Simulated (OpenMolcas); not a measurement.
# BH2 (boron dihydride), run twice

Aim: the energy of BH2 (boron dihydride) at UHF/MINI (Cholesky decomposition, PCM ethylether).

Program for the calculation: OpenMolcas 26.06.

5 further runs of the same task are left out: 5 set aside as unsound or not needed.

### Step 1. Starting point

BH2 has 3 atoms, charge 0, and is taken as a doublet. SMILES: `[BH2]`. The coordinates come from a GFN2-xTB relaxation.

Bond lengths: B1–H2 1.159 Å, B1–H3 1.159 Å. Angles: H2–B1–H3 128.4°.

### Step 2. First attempt

File test.inp:

```
&GATEWAY
  BasLib = $CurrDir
  BasisSet
  B.MINI....
  B1 0.262840 -0.166230 0.128640 angstrom
  End of Basis
  BasisSet
  H.MINI....
  H2 0.280020 0.985320 0.260980 angstrom
  H3 -0.542860 -0.819090 -0.389630 angstrom
  End of Basis
  RF-Input
  PCM-Model
  Solvent=ethylether
  End of RF-Input

&SEWARD
  Medium

&SCF
  UHF
  Spin = 2
  PrOrbitals = 1 1
```

The basis set MINI is read from a file made from the Basis Set Exchange's data (not shown).

Command:

```console
$ export MOLCAS_MEM=2
$ pymolcas test.inp > test.log
```

The log of the run:

```text
--- Start Module: gateway ---

                                              &GATEWAY

                       available to each process: 2.0 MB of memory, 1 thread

---------------------------------------------------------------------------------------------
  Nr.	 Label		Type		Offset		Length	   Atime	  Address
---------------------------------------------------------------------------------------------
  1	FILETABL    	CHAR	-85149731930888	       26929           5	[0xaaaac7e41060]
  2	DBSC        	CHAR	    -272667480	     1456001          58	[0xf81c2f29c010]
---------------------------------------------------------------------------------------------
Maximal available memory for Molcas = 517070
 ?mma_allo_?D: error: out-of-memory
 label: Shells
  available (kB):          517
  required  (kB):          792

--- Stop Module: gateway /rc=-6 ---

.########################.
.# Non-zero return code #.
.########################.

    Timing: Wall=0.04 User=0.02 System=0.02
```

Wall time 0.26 s (1 thread of Arm Neoverse V1, shared host).

### Step 3. What went wrong

The job broke off with an error.

The log says `?mma_allo_?D: error: out-of-memory`. The cause is that too little memory is allowed.

### Step 4. The mended input

File test.input:

```
&GATEWAY
  BasLib=$CurrDir
  BasisSet
  B.MINI....
  B1 0.262840 -0.166230 0.128640 angstrom
  End of Basis
  BasisSet
  H.MINI....
  H2 0.280020 0.985320 0.260980 angstrom
  H3 -0.542860 -0.819090 -0.389630 angstrom
  End of Basis
  RF-Input
  PCM-Model
  Solvent=ethylether
  End of RF-Input

&SEWARD
  Medium

&SCF
  UHF
  Spin=2
  Iterations=30
  PrOrbitals=1 1
```

The basis set MINI is read from a file made from the Basis Set Exchange's data (not shown).

Command:

```console
$ export MOLCAS_MEM=1860
$ pymolcas test.input > test.log
```

The log of the run:

```text
--- Start Module: gateway ---
[...]
--- Stop Module: gateway /rc=_RC_ALL_IS_WELL_ ---
--- Start Module: seward ---
[...]
      Basis functions            7
--- Stop Module: seward /rc=_RC_ALL_IS_WELL_ ---
--- Start Module: scf ---
[...]
       Convergence after   9 Iterations
[...]
::    Total SCF energy                                -25.4993734945
[...]
      Total spin, S                                     0.5007418747
[...]
      Total electronic charge=    7.000000
      Total            charge=   -0.000000
[...]
      Dipole Moment (debye):
      Origin of the operator (angstrom)=    0.2018   -0.1276    0.0988
                   X= -9.7269E-03               Y=  2.5679E-03               Z= -5.4220E-03           Total=  1.1428E-02
      Quadrupole Moment (debye*angstrom):
[...]
--- Stop Module: scf /rc=_RC_ALL_IS_WELL_ ---
[...]
```

Run time: 1.9 s. Hardware: 1 thread of Arm Neoverse V1, shared host.

### Step 5. Results

At UHF/MINI (Cholesky decomposition, PCM ethylether):

| quantity | value |
| --- | --- |
| total energy | -25.49937 Eh |
| dipole moment | 0.01 D |
| HOMO energy (highest over α and β) | -10.87 eV |
| LUMO energy (lowest over α and β) | 0.59 eV |
| ⟨S²⟩ | 0.751 |
